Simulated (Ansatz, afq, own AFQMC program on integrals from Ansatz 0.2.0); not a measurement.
## CHAl, triplet → CHAl⁺, quartet, worked out

```xyz
3

Al    0.0000    0.0000    0.1051
C     0.0000    0.0000   -1.8111
H     0.0000    0.0000    1.7060
```

Connectivity, by distances: AlH–C.

Both states at this geometry.

Basis cc-pVDZ. Noble-gas cores (and the filled d shells of Ga–Kr and In–Xe) are frozen. Integrals, coupled cluster, full CI and functionals: Ansatz 0.2.0; the random walks run on the same integrals in our own AFQMC program. ph-AFQMC/CISD is guided by a CISD state made of CCSD amplitudes; releasing the constraint for a short imaginary time cuts its bias at the price of noise, slowly where states lie close. Error bars are statistical, one sigma.

Total energies in eV. CBS is CCSD(T) at the limit of def2-TZVPP/QZVPP (extrapolated itself); the highest rung of each member is named.

Cautions: CHAl (triplet): its ph-AFQMC/CISD value lies 72 ± 13 meV above CCSDT(Q); core correlation is missing, and it shifts such a gap most where an s electron is promoted.

```csv
member,count,CCSD(T)/cc-pVDZ,highest rung in cc-pVDZ,which,CCSD(T)/CBS
"CHAl⁺, quartet",+1,-7621.2589,-7621.2921,CCSDT(Q),-7622.9359
"CHAl, triplet",-1,-7628.8675,-7628.9466,CCSDT(Q),-7630.9043
```

Problem. Work out the best estimate of the vertical ionization energy: the CCSD(T)/CBS difference plus the step from CCSD(T) to the highest rung.

Solution. Sums with the counts: CCSD(T)/CBS 7.9684 eV, highest rung 7.6545 eV, CCSD(T)/cc-pVDZ 7.6086 eV. The step is 7.6545 − 7.6086 = 0.0459 eV, so the best estimate is 7.9684 + (0.0459) = 8.0143 eV = 773.3 kJ/mol. The basis set is worth 0.360 eV of it. Zero-point, core-correlation and spin–orbit terms aren't in it. Past Ne the Hartree–Fock part of each CBS total tends to overshoot, since the cores don't follow the formula; that largely cancels in the difference.

Best estimates are given only where the step beyond CCSD(T) is under 0.3 eV and no member's determinant is very poor (T1 over 0.05, or 0.07 for open shells, ⟨S²⟩ too high by 0.3, two states mixed), so the hardest cases are missing from such tables.

CCSDT and higher add their correlation energy to the determinant of the CCSD(T) run, since their own runs factorise the integrals more tightly (a shift of under 2 meV). Each member of a difference takes its own highest rung, so a best estimate needn't equal the limit plus the step of one row.
